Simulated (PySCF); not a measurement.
## Computed and reference excited states of `[nH]1c2cc[nH]c2cc1`

Published values to compare with (the computed states carry no symmetry labels, so the two lists aren't matched line by line):

| state | E (eV) | f | kind of transition | source |
| --- | --- | --- | --- | --- |
| 3Bu(π→π*) | 3.84 |  | vertical absorption | [1] |
| 3Au(Ryd) | 4.52 |  | vertical absorption | [1] |
| 1Au(Ryd) | 4.54 |  | vertical absorption | [1] |
| 3Bg(Ryd) | 4.73 |  | vertical absorption | [1] |
| 1Bg(Ryd) | 4.75 |  | vertical absorption | [1] |
| 1Au(Ryd) | 5.13 |  | vertical absorption | [1] |
| 1Bg(Ryd) | 5.14 |  | vertical absorption | [1] |

[1] computed, CC3/aug-cc-pVTZ, gas; Loos, Jacquemin, bicyclic systems (2021), arXiv:2109.13894

C6H6N2.
Numbering: `[cH:1]1[cH:2][c:3]2[nH:4][cH:5][cH:6][c:7]2[nH:8]1` (hydrogens: H9 on C1; H10 on C2; H11 on N4; H12 on C5; H13 on C6; H14 on N8)

Geometry (PBE0-D3(BJ)/def2-SVP, Å), atoms numbered from 1 in this order:
```xyz
14
C6H6N2 angstrom
C      2.091   -0.167    0.020
C      1.416    1.041    0.044
C      0.037    0.693    0.019
N     -1.235    1.205    0.019
C     -2.130    0.161   -0.018
C     -1.455   -1.047   -0.043
C     -0.077   -0.699   -0.019
N      1.195   -1.211   -0.018
H      3.162   -0.355    0.027
H      1.877    2.025    0.075
H     -1.486    2.181    0.042
H     -3.202    0.349   -0.025
H     -1.916   -2.031   -0.074
H      1.447   -2.187   -0.041
```

Method used: TDDFT CAM-B3LYP/def2-SVPD, vertical, gas phase, core orbitals frozen in the response (PySCF 2.14.0, density-fitted response routines).

Computed singlets: 5.37 eV (f 0.010); 5.45 eV (f 0.000); 5.57 eV (f 0.400); 5.95 eV (f 0.080); 6.04 eV (f 0.001); 6.08 eV (f 0.000); 6.11 eV (f 0.000); 6.36 eV (f 0.002); 6.51 eV (f 0.024); 6.60 eV (f 0.000). Computed triplets (Tamm–Dancoff): 3.67, 4.75, 4.89, 5.32 eV.

Question: How does the lowest computed singlet compare with the best estimate listed for the lowest singlet (vertical absorption)?

Answer: 5.37 eV against 4.54 eV for 1Au(Ryd) [1]: a difference of +0.82 eV. Geometry and basis of the two calculations needn't be the same.

Question: How does the lowest computed triplet compare with the best estimate listed for the lowest triplet (vertical absorption)?

Answer: 3.67 eV against 3.84 eV for 3Bu(π→π*) [1]: a difference of -0.17 eV. Geometry and basis of the two calculations needn't be the same.

The vertical ionisation energy (ΔSCF) is 7.18 eV, 0.57 eV above S10.
